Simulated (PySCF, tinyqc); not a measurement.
Worked calculation: FCI on RHF in the sto-6g basis, frozen core, for LiH, spin multiplicity 1. The lowest restricted solution is unstable here: a spin-polarised one lies 0.0754 hartree lower (PySCF). One step of it, computed by the program tinyqc.

Task: FCI: determinants and Hamiltonian. Slater-Condon rules over spin orbitals, with the nuclear repulsion and the energy of the frozen orbital added and E(HF) subtracted on the diagonal. Only determinants linked to the reference directly or through others are kept (one block of an abelian symmetry group), so some states are absent.

one-electron integrals dressed by the frozen orbital, h + 2 (pq|11) - (p1|1q) (hartree):
```
           2          3          4          5          6
2  -0.581509   0.087780   0.000000   0.000000   0.094748
3   0.087780  -0.332918   0.000000   0.000000  -0.088250
4   0.000000   0.000000  -0.260322   0.000000   0.000000
5   0.000000   0.000000   0.000000  -0.260322   0.000000
6   0.094748  -0.088250   0.000000   0.000000  -0.344969
```

energy of the frozen orbital, 2 h_11 + (11|11) = -7.57558303 hartree

Two-electron integrals over orbitals (pq|rs), unique and non-zero (hartree); the lowest 1 orbital is frozen and left out:
```
(22|22) 0.405582    (32|22) -0.087780   (32|32) 0.057064    (33|22) 0.223727
(33|32) 0.016401    (33|33) 0.299022    (42|42) 0.021343    (43|42) 0.023868
(43|43) 0.040885    (44|22) 0.215330    (44|32) 0.035028    (44|33) 0.268213
(44|44) 0.313125    (52|52) 0.021343    (53|52) 0.023868    (53|53) 0.040885
(54|54) 0.016875    (55|22) 0.215330    (55|32) 0.035028    (55|33) 0.268213
(55|44) 0.279374    (55|55) 0.313125    (62|22) -0.094748   (62|32) 0.072267
(62|33) 0.000065    (62|44) 0.049995    (62|55) 0.049995    (62|62) 0.124457
(63|22) 0.080259    (63|32) -0.046602   (63|33) -0.033021   (63|44) -0.020899
(63|55) -0.020899   (63|62) -0.051287   (63|63) 0.055417    (64|42) 0.014774
(64|43) 0.007276    (64|64) 0.016746    (65|52) 0.014774    (65|53) 0.007276
(65|65) 0.016746    (66|22) 0.352033    (66|32) -0.046664   (66|33) 0.250045
(66|44) 0.249597    (66|55) 0.249597    (66|62) -0.037987   (66|63) 0.041773
(66|66) 0.340941
```

nuclear repulsion = 0.53165828 hartree

Hartree-Fock energy = -7.80136111 hartree

Give: determinants; H - E(HF) between determinants.

Result:

Occupation strings over the orbitals (2 doubly, a alpha, b beta, 0 empty; spin orbitals ordered 1a 1b 2a 2b ...): 220000 2ab000 2a000b 2ba000 2b000a 202000 20a00b 200200 200020 20b00a 200002

H - E(HF) between determinants (hartree):
```
         220000   2ab000   2a000b   2ba000   2b000a   202000   20a00b   200200
220000   0.0000   0.0000   0.0000   0.0000   0.0000   0.0571   0.0723   0.0213
2ab000   0.0000   0.0667  -0.0080  -0.0571  -0.0723   0.1042  -0.0466   0.0239
2a000b   0.0000  -0.0080   0.1830  -0.0723  -0.1245  -0.0466   0.0411   0.0148
2ba000   0.0000  -0.0571  -0.0723   0.0667  -0.0080  -0.1042  -0.0948  -0.0239
2b000a   0.0000  -0.0723  -0.1245  -0.0080   0.1830   0.0466   0.0513  -0.0148
202000   0.0571   0.1042  -0.0466  -0.1042   0.0466   0.3906  -0.1213   0.0409
20a00b   0.0723  -0.0466   0.0411  -0.0948   0.0513  -0.1213   0.3296   0.0073
200200   0.0213   0.0239   0.0148  -0.0239  -0.0148   0.0409   0.0073   0.5499
200020   0.0213   0.0239   0.0148  -0.0239  -0.0148   0.0409   0.0073   0.0169
20b00a  -0.0723  -0.0948   0.0513  -0.0466   0.0411   0.1213  -0.0554  -0.0073
200002   0.1245  -0.0513   0.0568   0.0513  -0.0568   0.0554  -0.0465   0.0167

         200020   20b00a   200002
220000   0.0213  -0.0723   0.1245
2ab000   0.0239  -0.0948  -0.0513
2a000b   0.0148   0.0513   0.0568
2ba000  -0.0239  -0.0466   0.0513
2b000a  -0.0148   0.0411  -0.0568
202000   0.0409   0.1213   0.0554
20a00b   0.0073  -0.0554  -0.0465
200200   0.0169  -0.0073   0.0167
200020   0.5499  -0.0073   0.0167
20b00a  -0.0073   0.3296   0.0465
200002   0.0167   0.0465   0.4084
```
